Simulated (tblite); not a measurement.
Species: C₄H₉O₂ (doublet state).
SMILES with atom numbers: `[CH3:1][C@H:2]([O:3])[CH2:4][CH2:5][OH:6]` (hydrogens: H7, H8, H9 on C1; H10 on C2; H11, H12 on C4; H13, H14 on C5; H15 on O6)

The geometry is computed with GFN2-xTB (gas phase). This method treats the open shell by occupation alone, without spin polarisation.

**Question.** List the bond lengths, angles and torsions at this level.

**Answer.** 
```csv
bond,length (bohr)
C1–C2,2.927
C2–O3,2.518
C2–C4,2.965
C4–C5,2.885
C5–O6,2.605
"C1–H7, C1–H8, C1–H9",2.053
C2–H10,2.097
C4–H11,2.056
C4–H12,2.060
C5–H13,2.078
C5–H14,2.085
O6–H15,1.933
```

Bonds in one row agree within 0.02 bohr and their mean is given. A selection of angles:
```csv
angle,degrees
C2–C1–H7,110.1
C2–C1–H8,108.0
H7–C1–H8,109.9
C1–C2–O3,111.4
C1–C2–C4,106.4
C1–C2–H10,109.0
O3–C2–C4,109.8
O3–C2–H10,112.2
C4–C2–H10,107.8
C2–C4–C5,105.8
C2–C4–H11,110.4
C2–C4–H12,108.3
C5–C4–H11,112.1
C5–C4–H12,109.8
H11–C4–H12,110.4
C4–C5–O6,111.3
C4–C5–H13,108.5
C4–C5–H14,110.3
O6–C5–H13,107.3
O6–C5–H14,111.3
H13–C5–H14,108.0
C5–O6–H15,105.8
```

Dihedral angles: C1–C2–C4–C5 174° (antiperiplanar); C2–C4–C5–O6 -60° (synclinal); H15–O6–C5–C4 37° (synclinal).

The 3 C–C bonds span 1.527 Å (C4–C5, drawn single) to 1.569 Å (C2–C4, drawn single), a spread of 0.042 Å. The 2 C–O bonds span 1.333 Å (C2–O3, drawn single) to 1.378 Å (C5–O6, drawn single), a spread of 0.045 Å. H15 on O6 lies 1.45 Å from O3, 5 bonds away (angle at H 151°; Bondi radii sum to 2.72 Å). Of the pairs four or more bonds apart, those above aside, C2···H15 is among the closest relative to their van der Waals radii: 2.23 Å, 77 % of the sum of Bondi's values.

Point group: C1 (no symmetry element, even within 0.4 Å). Its GFN2-xTB frequencies are all real (lowest 102 cm⁻¹). Torsions: C1–C2–C4–C5 174°, C2–C4–C5–O6 -60°, C4–C5–O6–H 37°. 3 starts were optimised and ended at 0.00, 0.00 and 6.50 kcal/mol (GFN2-xTB); the lowest of these is shown.

One conformer stands for the species.
